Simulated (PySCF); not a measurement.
Gas-phase reaction: SiH₃ + 2 SiHCl₃ → 3 SiHCl₂ + 2 H. Level: ωB97X-V/def2-TZVP†; standard pressure 1 bar.

Energies from PySCF, thermal terms from the rigid-rotor harmonic-oscillator model, ideal gas at 1 bar. † marks an energy on the PBE0/def2-TZVP geometry and frequencies. Open shells (unrestricted): SiH₃ (multiplicity 2), SiHCl₂ (multiplicity 2), H (multiplicity 2); the rest are closed-shell singlets. SiHCl₂: computed as isolated molecules; such fragments, hydroxides, amides, oligomers or adducts are transient or little studied in the gas. The harmonic model lacks anharmonicity and excited electronic states, which grow with temperature; levels with a mode under 35 cm⁻¹ are left out.

```
T (K)  1000/T (1/K)  log10 K
-----  ------------  -------
1000         1.0000   -25.75
1200         0.8333   -18.92
1400         0.7143   -14.04
1600         0.6250        ?
1800         0.5556    -7.54
2000         0.5000    -5.27
```

Question: Fit log10 K = a + b·(1000/T) to the five rows, get the mean ΔH° and ΔS°, and predict log10 K at 1600 K.

Answer: Means: 1000/T = 0.7206, log10 K = -14.304. Sums of products about the means: Sxy = -6.82886, Sxx = 0.166695, so b = Sxy/Sxx = -40.97 and a = -14.304 − (-40.97)×0.7206 = 15.22.
ΔH° = −R ln 10 × 1000 K × b = −19.145 × (-40.97) = 784 kJ; ΔS° = R ln 10 × a = 291 J/K. The run's own values go from 784 kJ and 291 J/K at 1000 K to 783 kJ and 291 J/K at 2000 K.
Prediction at 1600 K: 15.22 + (-40.97)×0.6250 = -10.39. The computed value is -10.39, 0.00 from the line.
For scale, ΔH°(298 K) is 775 kJ at this level, 780 kJ at ωB97M-V/def2-TZVP†, and runs from 597 to 853 kJ over the 20 levels computed.
